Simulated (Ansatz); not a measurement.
`CC(=O)C=O` and `CNC(C)=O` differ in one atom or group.

Ansatz, PBE0-D4/def2-TZVP geometries, multiplicity 1. Each molecule was computed in one conformer, which needn't be the lowest.

```json
{"property": "LUMO energy (ωB97M-V/def2-TZVPP) / eV", "`CC(=O)C=O`": "-0.37"}
{"property": "HOMO–LUMO gap (B3LYP/def2-TZVPP) / eV", "`CC(=O)C=O`": "4.30"}
{"property": "LUMO energy (PBE/def2-TZVPP) / eV", "`CC(=O)C=O`": "-3.83"}
{"property": "HOMO–LUMO gap (PBE/def2-TZVPP) / eV", "`CC(=O)C=O`": "2.07"}
{"property": "size of the dipole moment (PBE/def2-TZVPP) / D", "`CC(=O)C=O`": "1.08"}
{"property": "HOMO energy (PBE/def2-TZVPP) / eV", "`CC(=O)C=O`": "-5.89"}
```

**Question.** Give the same properties after the change, and the shifts. (Estimate.)

**Answer.** Computed: 
```tsv
property	`CNC(C)=O`	shift
LUMO energy (ωB97M-V/def2-TZVPP) / eV	2.25	2.62
HOMO–LUMO gap (B3LYP/def2-TZVPP) / eV	7.48	3.18
LUMO energy (PBE/def2-TZVPP) / eV	-0.17	3.66
HOMO–LUMO gap (PBE/def2-TZVPP) / eV	5.43	3.36
size of the dipole moment (PBE/def2-TZVPP) / D	3.66	2.58
HOMO energy (PBE/def2-TZVPP) / eV	-5.60	0.29
```

With PBE0 the HOMO rises by 0.25 eV and the LUMO rises by 3.59 eV, so the gap widens by about 3.34 eV. PBE moves the HOMO by 0.29 eV and ωB97M-V by 0.24 eV. Dipoles are sizes alone; their direction can turn.

B3LYP here is the variant with VWN-RPA as its local correlation; programs differ in this.
